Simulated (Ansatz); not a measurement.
**Ansatz timings: P2H4 (diphosphine)**

The species is P2H4 (6 atoms), meant as a singlet with charge 0. SMILES: `PP`. The coordinates come from a PBE0-D4/def2-TZVP relaxation. This is one conformer, not always the lowest.

```xyz
6

P     0.3651   -1.0488   -0.0823
P    -0.3652    1.0491    0.0781
H    -0.4970   -1.5216    0.9450
H    -0.5721   -1.3929   -1.0949
H     0.5028    1.5246   -0.9429
H     0.5664    1.3896    1.0970
```

Program: Ansatz 0.2.0. Hardware: 1 thread of Arm Neoverse V2, shared host, so times are rough. Ansatz fits the integrals of SCF and DFT runs by default. Its times include its search for lower SCF states.

Task: Estimate their order by wall time, quickest first.
A. energy at wB97X/STO-3G
B. energy at wB97M-V/STO-3G
C. energy at CCSD/STO-3G, 10 core orbitals frozen
D. energy at BHLYP/STO-3G

Result: C (0.14 s), D (1 s), A (4.8 s), B (17 s).
